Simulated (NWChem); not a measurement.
System: C2H5O, doublet; SMILES CC[O]

The following NWChem deck was run.

```
start job
memory heap 200 mb stack 900 mb global 1100 mb
geometry units angstroms noautosym nocenter noautoz
  C      0.231437    -1.183175     0.000529
  C     -0.460297     0.180472    -0.000086
  O      0.320646     1.274755    -0.000359
  H     -0.504962    -2.012703     0.003889
  H      0.873903    -1.289384    -0.896532
  H      0.879207    -1.286156     0.894124
  H     -1.190460     0.268203     0.863645
  H     -1.197529     0.265651    -0.857720
end
basis spherical
  * library def2-svp
end
dft
  odft
  mult 2
  xc b3lyp
  iterations 150
  mulliken
end
task dft energy
esp
  recalculate
  probe 0.07
  range 0.3
  factor 1.0
  spacing 0.02
end
task esp
```

Output (shortened):

```
             Northwest Computational Chemistry Package (NWChem) 7.3.0
             --------------------------------------------------------

                             Geometry "geometry" -> ""
                             -------------------------

 Output coordinates in angstroms (scale by  1.889725989 to convert to a.u.)

  No.       Tag          Charge          X              Y              Z
 ---- ---------------- ---------- -------------- -------------- --------------
    1 C                    6.0000     0.23143700    -1.18317500     0.00052900
    2 C                    6.0000    -0.46029700     0.18047200    -0.00008600
    3 O                    8.0000     0.32064600     1.27475500    -0.00035900
    4 H                    1.0000    -0.50496200    -2.01270300     0.00388900
    5 H                    1.0000     0.87390300    -1.28938400    -0.89653200
    6 H                    1.0000     0.87920700    -1.28615600     0.89412400
    7 H                    1.0000    -1.19046000     0.26820300     0.86364500
    8 H                    1.0000    -1.19752900     0.26565100    -0.85772000

 Effective nuclear repulsion energy (a.u.)      73.9760669641

                                 NWChem DFT Module
                                 -----------------

 Summary of "ao basis" -> "ao basis" (spherical)
 ------------------------------------------------------------------------------
       Tag                 Description            Shells   Functions and Types
 ---------------- ------------------------------  ------  ---------------------
 C                          def2-svp                 6       14   3s2p1d
 O                          def2-svp                 6       14   3s2p1d
 H                          def2-svp                 3        5   2s1p

            General Information
            -------------------
          SCF calculation type: DFT
          Wavefunction type:  spin polarized.
          No. of atoms     :     8
          No. of electrons :    25
           Alpha electrons :    13
            Beta electrons :    12
          Charge           :     0
          Spin multiplicity:     2
          Use of symmetry is: off; symmetry adaption is: off
          Maximum number of iterations: 150
          AO basis - number of functions:    67
                     number of shells:    33
          Convergence on energy requested:  1.00D-06
          Convergence on density requested:  1.00D-05
          Convergence on gradient requested:  5.00D-04

              XC Information
              --------------
                         B3LYP Method XC Potential
                     Hartree-Fock (Exact) Exchange  0.200
                        Slater Exchange Functional  0.800 local
                    Becke 1988 Exchange Functional  0.720 non-local
              Lee-Yang-Parr Correlation Functional  0.810
                  VWN I RPA Correlation Functional  0.190 local

             Grid Information
             ----------------
          Grid used for XC integration:  medium
          Radial quadrature: Mura-Knowles
          Angular quadrature: Lebedev.
          Tag              B.-S. Rad. Rad. Pts. Rad. Cut. Ang. Pts.
          ---              ---------- --------- --------- ---------
          C                   0.70       49           8.0       434
          O                   0.60       49          10.0       434
          H                   0.35       45           9.0       434
          Grid pruning is: on
          Number of quadrature shells:   372
          Spatial weights used:  Erf1

      Superposition of Atomic Density Guess
      -------------------------------------

 Sum of atomic energies:        -152.43716997

      Non-variational initial energy
      ------------------------------

 Total energy =    -153.805442
 1-e energy   =    -352.581878
 2-e energy   =     124.800369
 HOMO         =      -0.304481
 LUMO         =       0.117626

     ---------------------------------------------
      Total Density - Mulliken Population Analysis
     ---------------------------------------------

    Atom       Charge   Shell Charges
 -----------   ------   -------------------------------------------------------
    1 C    6     6.30   1.99  0.97  0.21  2.04  1.07  0.02
    2 C    6     5.70   1.99  0.93  0.22  1.72  0.78  0.06
    3 O    8     8.74   1.99  1.14  0.74  2.94  1.91  0.01
    4 H    1     0.89   0.66  0.21  0.02
    5 H    1     0.87   0.65  0.20  0.02
    6 H    1     0.87   0.65  0.20  0.02
    7 H    1     0.81   0.59  0.20  0.02
    8 H    1     0.81   0.59  0.20  0.02

     --------------------------------------------
      Spin Density - Mulliken Population Analysis
     --------------------------------------------

    Atom       Charge   Shell Charges
 -----------   ------   -------------------------------------------------------
    1 C    6     0.02   0.00  0.00 -0.00  0.02  0.00  0.00
    2 C    6     0.17   0.00  0.00  0.00  0.12  0.04  0.01
    3 O    8     0.43   0.00  0.00 -0.00  0.27  0.15 -0.00
    4 H    1     0.00   0.00  0.00  0.00
    5 H    1     0.03   0.02  0.01  0.00
    6 H    1     0.03   0.02  0.01  0.00
    7 H    1     0.17   0.12  0.04  0.00
    8 H    1     0.16   0.12  0.04  0.00

   convergence    iter        energy       DeltaE   RMS-Dens  Diis-err
 ---------------- ----- ----------------- --------- --------- ---------
 d= 0,ls=0.0,diis     1   -154.1366066494 -2.28D+02  1.51D-02  1.46D-01
                                                     1.58D-02  1.90D-01
 d= 0,ls=0.0,diis     2   -154.0189007737  1.18D-01  1.13D-02  6.18D-01
                                                     1.08D-02  4.71D-01
 d= 0,ls=0.0,diis     3   -154.2511151835 -2.32D-01  1.32D-03  4.57D-03
                                                     1.06D-03  2.63D-03
 d= 0,ls=0.0,diis     4   -154.2534684576 -2.35D-03  5.63D-04  1.47D-03
                                                     4.52D-04  8.26D-04
 d= 0,ls=0.0,diis     5   -154.2540171129 -5.49D-04  1.51D-04  1.83D-04
                                                     1.60D-04  1.41D-04
  Resetting Diis
 d= 0,ls=0.0,diis     6   -154.2541160309 -9.89D-05  8.04D-05  1.82D-05
                                                     5.83D-05  9.64D-06
 d= 0,ls=0.0,diis     7   -154.2541254636 -9.43D-06  2.25D-05  9.12D-07
                                                     1.46D-05  3.07D-07
 d= 0,ls=0.0,diis     8   -154.2541255982 -1.35D-07  8.67D-06  4.87D-07
                                                     1.06D-05  6.46D-07
 d= 0,ls=0.0,diis     9   -154.2541258748 -2.77D-07  3.33D-06  3.89D-08
                                                     3.53D-06  1.41D-08

         Total DFT energy =     -154.254125874811
      One electron energy =     -355.190502941398
           Coulomb energy =      148.183176943496
    Exchange-Corr. energy =      -21.222866840981
 Nuclear repulsion energy =       73.976066964072

 Numeric. integr. density =       24.999999613561

                    DFT Final Alpha Molecular Orbital Analysis
                    ------------------------------------------

 Vector   11  Occ=1.000000D+00  E=-3.858268D-01
              MO Center=  6.3D-02, -8.8D-01,  3.2D-03, r^2= 2.4D+00
   Bfn.  Coefficient  Atom+Function         Bfn.  Coefficient  Atom+Function
  ----- ------------  ---------------      ----- ------------  ---------------
     4      0.359749  1 C  px                43     -0.322876  4 H  s
    33      0.240503  3 O  py                53      0.180332  6 H  s
    48      0.176586  5 H  s                 18     -0.170360  2 C  px
    44     -0.157338  4 H  s                 36      0.147561  3 O  py
     5      0.142647  1 C  py                 7      0.133516  1 C  px

[...]

                     NWChem Electrostatic Potential Fit Module
                     -----------------------------------------

 Atom parameters

 Number of atoms is                                    8
 Number of basis functions is                         67

 Grid parameters

 Maximum number of grid points is                  33582
 Number of grid points is                          33581
 Grid range                                     0.300000 nm
 Grid spacing                                   0.020000 nm
 Probe radius                                   0.070000 nm
 Atom radius factor                             1.000000

 Atomic radii

    1    0.100000
    6    0.147000
    8    0.136000
 FASTESP  F
  using M.O. file = ./job.movecs

    Atom              Coordinates                           Charge

                                                  ESP

    1 C     0.023144   -0.118318    0.000053   -0.300758
    2 C    -0.046030    0.018047   -0.000009    0.601596
    3 O     0.032065    0.127476   -0.000036   -0.395471
    4 H    -0.050496   -0.201270    0.000389    0.040175
    5 H     0.087390   -0.128938   -0.089653    0.073194
    6 H     0.087921   -0.128616    0.089412    0.072862
    7 H    -0.119046    0.026820    0.086365   -0.044794
    8 H    -0.119753    0.026565   -0.085772   -0.046805
                                            ------------
                                                0.000000

 Dipole moment                                  0.794144

 Quadrupole moment Qxx                          2.367136
                   Qyy                         -4.877792
                   Qzz                          2.510656

 RMS deviation kJ/mol                           0.061134

 RRMS %                                        28.482957
```

Level: B3LYP/def2-SVP, spin-unrestricted. The geometry was optimised at PBE-D3(BJ)/def2-SVP, spin-unrestricted. No stability test was run on the SCF state.
